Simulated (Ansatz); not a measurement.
## What a trial cell of HfSbAu3 relaxes into

These are results of DFT PBE, scalar-relativistic, plane waves, PAW in Ansatz 0.2.0, not measurements.

The start puts HfSbAu3 on the cubic perovskite structure type (Pm-3m, No. 221), with Sb in place of Sr, Hf in place of Ti, Au in place of O, at a guessed volume.

The final relaxation ran on this input, with the default PAW datasets:

```yaml
crystal:
  lattice:
    - [5.184334034, 0.0, 0.0]
    - [0.0, 5.184334034, 0.0]
    - [0.0, 0.0, 5.184334034]
  atoms:
    - { symbol: Hf, position: [0.5, 0.5, 0.5] }
    - { symbol: Sb, position: [0.0, 0.0, 0.0] }
    - { symbol: Au, position: [0.0, 0.5, 0.5] }
    - { symbol: Au, position: [0.5, 0.0, 0.5] }
    - { symbol: Au, position: [0.5, 0.5, 0.0] }
basis:
  ecutwfc: 420
kpoints:
  mp_grid: { grid: [8, 8, 8] }
hamiltonian:
  xc: pbe
scf:
  occupations: { method: gaussian, width: 0.1 }
output:
  forces: true
  stress: true
  eigenvalues: true
relax:
  adjacent_minimum: "off"
  f_tol: 0.01
  max_steps: 80
  cell: { stress_tol: 0.05 }
```

Launched as:

```bash
ansatz run input.yaml --threads 1 --pin off --max-ram 2560MiB --backend cpu --events-out ev --progress --plain --runs-dir out
```

Time: 50 s on 1 thread of Arm Neoverse V2, on a shared host, peak memory 0.52 GiB.

The program printed at the end:

```
SCF converged after 6 iterations
Free energy (F): -61650.515582 eV
Harris-Foulkes:  -61650.515582 eV  (|F-HF|=1.46e-11)
Internal energy: -61650.489568 eV  (E = F + TS)
E sigma→0 (E₀):  -61650.502575 eV
Entropy (-TS):   -0.026014 eV (-5.203 meV/atom)
Fermi energy:    11.540894 eV
--- Per-component energies (eV) ---
  E_band       = -1475.561946
  E_kinetic    = 2442.871543
  E_local      = -17048.742690  (includes V_loc(G=0)·N_el)
  E_nonlocal   = -666.488258
  E_hartree    = 7569.133389
  E_xc         = -1119.975023
  E_vxc        = -1183.899542  (∫ρ·V_xc dr)
  E_paw        = -40621.415447  (= ΣΔE_a)
  E_vpaw       = -157.573875  (= ΣTr[D̂ρ^β])
  E_aug_tail   = 0.004298  (compensation charges beyond the density's cutoff)
  E_ewald      = -12205.877381
  E_smearing   = -0.026014  (= −TS)
  E_closure    =  0.000000  (closes the sum)
  Σ components = -61650.515582   (vs F -61650.515582, Δ=0.00e0)
--- Forces (eV/Å), atoms counted from 1 ---
  atom   1  Hf     0.00000000     0.00000000     0.00000000
  atom   2  Sb     0.00000000     0.00000000     0.00000000
  atom   3  Au     0.00000000     0.00000000     0.00000000
  atom   4  Au     0.00000000     0.00000000     0.00000000
  atom   5  Au     0.00000000     0.00000000     0.00000000
  max |Σ_I F_I| component: 4.04e-29 eV/Å
--- Stress (GPa, compression-positive) ---
       -0.036673       0.000000       0.000000
        0.000000      -0.036673       0.000000
        0.000000       0.000000      -0.036673
  P = ⅓ Tr σ = -0.0367 GPa (-0.367 kbar)
--- Relaxed structure (2 steps of the walk, 2 accepted, 1 SCFs on fresh bases) ---
  F+E_penalty+E_count = -61650.51558181 eV   max|allowed force component| = 5.567e-29 eV/Å   (the final SCF, on the basis selected at the relaxed cell)
  cell:  # Å, volume = 139.7166 Å³
    - [5.188988, 0.000000, 0.000000]
    - [0.000000, 5.188988, 0.000000]
    - [0.0, 0.000000, 5.188988]
  atoms:
    - { symbol: Hf, position: [0.5, 0.5, 0.5] }
    - { symbol: Sb, position: [0.000000, 0.000000, 0.000000] }
    - { symbol: Au, position: [0.000000, 0.5, 0.5] }
    - { symbol: Au, position: [0.5, 0.000000, 0.5] }
    - { symbol: Au, position: [0.5, 0.5, 0.000000] }
```

Absolute energies hang on the potentials; compare differences alone.

The result has space group Pm-3m (No. 221). Around Hf lie 6 Au at 2.59 Å; Sb is coordinated by 12 Au at 3.67 Å; Au is coordinated by 2 Hf at 2.59 Å.

Against the elements it lies at 0.67 eV/atom. Energies over the elements count from the elements' standard structures at the same level, with no empirical corrections.

The k mesh leaves about 4 meV/atom of noise in metals. Spin–orbit coupling is left out.

Symmetry constrained the relaxation, so the result can be a saddle point.